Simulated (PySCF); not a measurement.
**Question.** What does the PBE0-D3(BJ)/def2-SVP structure of `CP(C)(=O)O` look like in three dimensions?

**Answer.** 
Z-matrix in Å and degrees, rows numbered from 1:
```
C 
P   1  1.8044
C   2  1.8059  1  106.83
O   2  1.4892  1  115.14  3   129.11
O   2  1.6364  1  102.47  3  -107.61
H   1  1.0990  2  111.49  3    57.19
H   1  1.0993  2  107.84  3   177.36
H   1  1.0996  2  109.44  3   -64.57
H   3  1.0995  2  107.83  1  -176.38
H   3  1.0993  2  111.32  1   -56.49
H   3  1.0993  2  109.68  1    65.44
H   5  0.9663  2  108.18  1  -127.70
```

The 2 O–P bonds span 1.489 Å (P2=O4, drawn double) to 1.636 Å (P2–O5, drawn single), a spread of 0.147 Å. O5 (hydroxyl oxygen) is bent (angle 108.2°). P2 (phosphoryl phosphorus) is distorted tetrahedral (angles from 102.5° to 115.1°).

Level of theory: PBE0-D3(BJ)/def2-SVP geometry optimisation, gas phase in PySCF 2.14.0.

Point group: near Cs, missed by 0.08 Å at most; the miss may be what the optimiser left on a soft mode. No PBE0-D3(BJ)/def2-SVP frequencies stand behind this structure, so it isn't proved a minimum. The numbers are those of one conformer (C1–P2–O5–H -128°).
